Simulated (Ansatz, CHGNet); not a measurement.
For fcc Ag, the machine-learned potential CHGNet 0.3.0 (trained on PBE and PBE+U data) gives:

lattice parameter a: 4.159 Å
elastic constant C11: 74.8 GPa
elastic constant C44: 20.6 GPa
polycrystal shear modulus: 14.6 GPa

What does HSE06 in Ansatz (plane waves, PAW) give for the same quantities?


- lattice constant a: 4.140 Å (drops by 0.5 %)
- elastic constant C11: 103 GPa (grows by 38 %)
- elastic constant C44: 43.0 GPa (increases by 110 %)
- Voigt–Reuss–Hill shear modulus: 26.2 GPa (rises by 79 %)

For comparison: lattice constant a 4.062 Å (measured, static lattice: zero-point anharmonic expansion removed, sources range from 4.056 to 4.063; as tabulated in Mejia-Rodriguez and Trickey (2018), arXiv:1807.09216); elastic constant C11 131 GPa (measured, 0 K, low-temperature values given for 0 K; zero-point effects included; as tabulated in Li et al. (2021), arXiv:2102.01972); elastic constant C44 51.1 GPa (measured, 0 K, low-temperature values given for 0 K; zero-point effects included; as tabulated in Li et al. (2021), arXiv:2102.01972).

Changes are worked out from the printed values.

Unless a cell is named, each level is at its own relaxed cell (CHGNet 0.3.0 17.99, HSE06 17.74 Å³/atom).

Caveats: hybrids on metals are sensitive to the k mesh (HSE06). Ansatz's density-functional and Hartree–Fock values are scalar-relativistic unless marked +SOC, with PAW data made under PBE.

Ansatz is a first-principles code.
